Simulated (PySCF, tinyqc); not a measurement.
CIS and TDHF on RHF in the sto-3g basis, for LiH, spin multiplicity 1, step by step. The lowest restricted solution is unstable here: a spin-polarised one lies 0.0074 hartree lower (PySCF). One step of it, computed by the program tinyqc.

Problem. TDHF (RPA) triplet states. B(ia,jb) = - (ib|ja); the squared energies are the eigenvalues of (A - B)(A + B); 1 hartree = 27.211386 eV.

CIS matrix A, triplet (hartree):
```
,1>3,1>4,1>5,1>6,2>3,2>4,2>5,2>6
1>3,2.049055,0.000000,0.000000,-0.025181,0.008596,0.000000,0.000000,0.002175
1>4,0.000000,2.132405,0.000000,0.000000,0.000000,0.003542,0.000000,0.000000
1>5,0.000000,0.000000,2.132405,0.000000,0.000000,0.000000,0.003542,0.000000
1>6,-0.025181,0.000000,0.000000,2.389865,0.002175,0.000000,0.000000,-0.000587
2>3,0.008596,0.000000,0.000000,0.002175,0.086570,0.000000,0.000000,0.060090
2>4,0.000000,0.003542,0.000000,0.000000,0.000000,0.148214,0.000000,0.000000
2>5,0.000000,0.000000,0.003542,0.000000,0.000000,0.000000,0.148214,0.000000
2>6,0.002175,0.000000,0.000000,-0.000587,0.060090,0.000000,0.000000,0.184414
```

Two-electron integrals over orbitals (pq|rs), unique and non-zero (hartree):
```
p,q,r,s,(pq|rs)
1,1,1,1,1.659362
2,1,1,1,-0.097839
2,1,2,1,0.009955
2,2,1,1,0.307280
2,2,2,1,0.002376
2,2,2,2,0.444634
3,1,1,1,-0.142112
3,1,2,1,0.010667
3,1,2,2,-0.010644
3,1,3,1,0.022036
3,2,1,1,0.031322
3,2,2,1,-0.002523
3,2,2,2,-0.062174
3,2,3,1,-0.000302
3,2,3,2,0.024006
3,3,1,1,0.389633
3,3,2,1,-0.008596
3,3,2,2,0.212405
3,3,3,1,0.000734
3,3,3,2,0.015717
3,3,3,3,0.325862
4,1,4,1,0.009804
4,2,4,1,0.007271
4,2,4,2,0.021012
4,3,4,1,0.010406
4,3,4,2,0.020644
4,3,4,3,0.041391
4,4,1,1,0.396343
4,4,2,1,-0.003542
4,4,2,2,0.240820
4,4,3,1,-0.005071
4,4,3,2,0.015605
4,4,3,3,0.278842
4,4,4,4,0.312946
5,1,5,1,0.009804
5,2,5,1,0.007271
5,2,5,2,0.021012
5,3,5,1,0.010406
5,3,5,2,0.020644
5,3,5,3,0.041391
5,4,5,4,0.016869
5,5,1,1,0.396343
5,5,2,1,-0.003542
5,5,2,2,0.240820
5,5,3,1,-0.005071
5,5,3,2,0.015605
5,5,3,3,0.278842
5,5,4,4,0.279207
5,5,5,5,0.312946
6,1,1,1,0.067953
6,1,2,1,-0.008983
6,1,2,2,-0.007234
6,1,3,1,-0.004427
6,1,3,2,0.002822
6,1,3,3,0.011685
6,1,4,4,0.001619
6,1,5,5,0.001619
6,1,6,1,0.010699
6,2,1,1,-0.083119
6,2,2,1,0.001254
6,2,2,2,0.106022
6,2,3,1,0.004416
6,2,3,2,-0.047211
6,2,3,3,-0.018088
6,2,4,4,-0.039539
6,2,5,5,-0.039539
6,2,6,1,0.001213
6,2,6,2,0.131533
6,3,1,1,0.025181
6,3,2,1,-0.002175
6,3,2,2,-0.060090
6,3,3,1,0.003937
6,3,3,2,0.019854
6,3,3,3,0.036948
6,3,4,4,0.009407
6,3,5,5,0.009407
6,3,6,1,0.004567
6,3,6,2,-0.041217
6,3,6,3,0.033144
6,4,4,1,-0.005696
6,4,4,2,-0.018089
6,4,4,3,-0.011482
6,4,6,4,0.018940
6,5,5,1,-0.005696
6,5,5,2,-0.018089
6,5,5,3,-0.011482
6,5,6,5,0.018940
6,6,1,1,0.349776
6,6,2,1,0.000587
6,6,2,2,0.415514
6,6,3,1,-0.010478
6,6,3,2,-0.050115
6,6,3,3,0.238864
6,6,4,4,0.256542
6,6,5,5,0.256542
6,6,6,1,-0.005229
6,6,6,2,0.091619
6,6,6,3,-0.046957
6,6,6,6,0.409859
```

Give: TDHF matrix B, triplet; squared energies w^2; TDHF energies from the positive w^2.

Solution.

TDHF matrix B, triplet (hartree):
```
,1>3,1>4,1>5,1>6,2>3,2>4,2>5,2>6
1>3,-0.0220,0.0000,0.0000,0.0044,0.0003,0.0000,0.0000,-0.0028
1>4,0.0000,-0.0098,0.0000,0.0000,0.0000,-0.0073,0.0000,0.0000
1>5,0.0000,0.0000,-0.0098,0.0000,0.0000,0.0000,-0.0073,0.0000
1>6,0.0044,0.0000,0.0000,-0.0107,-0.0044,0.0000,0.0000,-0.0012
2>3,0.0003,0.0000,0.0000,-0.0044,-0.0240,0.0000,0.0000,0.0472
2>4,0.0000,-0.0073,0.0000,0.0000,0.0000,-0.0210,0.0000,0.0000
2>5,0.0000,0.0000,-0.0073,0.0000,0.0000,0.0000,-0.0210,0.0000
2>6,-0.0028,0.0000,0.0000,-0.0012,0.0472,0.0000,0.0000,-0.1315
```

squared energies w^2 (hartree^2): -0.0082  0.0215  0.0215  0.0346  4.1907  4.5470  4.5470  5.7201

TDHF energies from the positive w^2 (eV): 3.9917  3.9917  5.0627  55.7051  58.0246  58.0246  65.0808

A + B or A - B has a negative eigenvalue: the restricted solution is unstable towards a spin-polarised one, a negative w^2 means an imaginary energy, and the lowest roots have no physical meaning.
